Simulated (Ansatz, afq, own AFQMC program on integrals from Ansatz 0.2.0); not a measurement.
AFQMC, coupled cluster and functionals along a coordinate of NH, triplet

| atom | x (Å) | y (Å) | z (Å) |
| --- | --- | --- | --- |
| N | 0.0000 | 0.0000 | 0.0000 |
| H | 0.0000 | 0.0000 | 1.0397 |

The N1–H2 distance is changed with both sides rigid. Energies in eV count from this geometry (1.040 Å) at the same level; the start stands on UHF, each point on the determinant named.

Basis cc-pVDZ. Only valence electrons are correlated. AFQMC by an in-house program on the Cholesky factors that Ansatz 0.2.0 writes for its CCSD(T) run. ph-AFQMC/CISD is guided by a CISD state made of CCSD amplitudes; releasing the constraint for a short imaginary time cuts its bias at the price of noise, slowly where states lie close. Uncertainties: one standard error, sampling alone.

Cautions, each for one point or more: lower spins were not checked; strong correlation; the next higher spin lies close; the ph-AFQMC/CISD walk drifts between its halves; unrestricted determinant spin contaminated.

```tsv
r(N1–H2) / Å	det.	T1	weight	⟨S²⟩	CCSD(T)	ph-AFQMC/CISD	FCI	CCSDT(Q)	CCSD	B2PLYP
0.821	UHF	0.006	0.96	2.01	1.708	1.710 ± 0.001	1.711	1.711	1.699	1.640
1.256	UHF	0.019	0.94	2.05	0.460	0.455 ± 0.001	0.454	0.455	0.475	0.512
1.647	UHF	0.078	0.83	2.62	1.973	1.942 ± 0.002	1.932	1.933	2.026	2.258§
2.246	UHF	0.020	0.95	2.95	2.983	2.922 ± 0.001	2.924	2.924	2.976	3.227§
3.593	UHF	0.003	0.97	3.00	3.089	3.093 ± 0.0008	3.095	3.095	3.065	3.403§
```

Weight is that of the determinant in the CISD state; at the start T1 is 0.008 and the weight 0.96, and ⟨S²⟩ is 2.01. § marks a functional whose ⟨S²⟩ is too high by over 0.1. Largest departures from full CI: CCSD(T) 0.058 eV at 2.246 (on UHF), ph-AFQMC/CISD 0.010 eV at 1.647 (on UHF), CCSDT(Q) 0.001 eV at 1.647 (on UHF), CCSD 0.094 eV at 1.647 (on UHF), B2PLYP -0.072 eV at 0.821. Functionals count only at points shown to share the start's state and spin. In this small basis the wave-function levels are far from their limit, so their gap to the functionals isn't the functionals' error.

Some points may be missing: those where a free walk finds a much lower state, and past Zn most of those on another determinant than at the start.

CCSDT and higher add their correlation energy to the determinant of the CCSD(T) run, since their own runs factorise the integrals more tightly (a shift of under 2 meV). A walk keeps the symmetry of its determinant, which the program's search chose and which needn't be the lowest solution, so a lower state of the same spin and another symmetry isn't excluded.
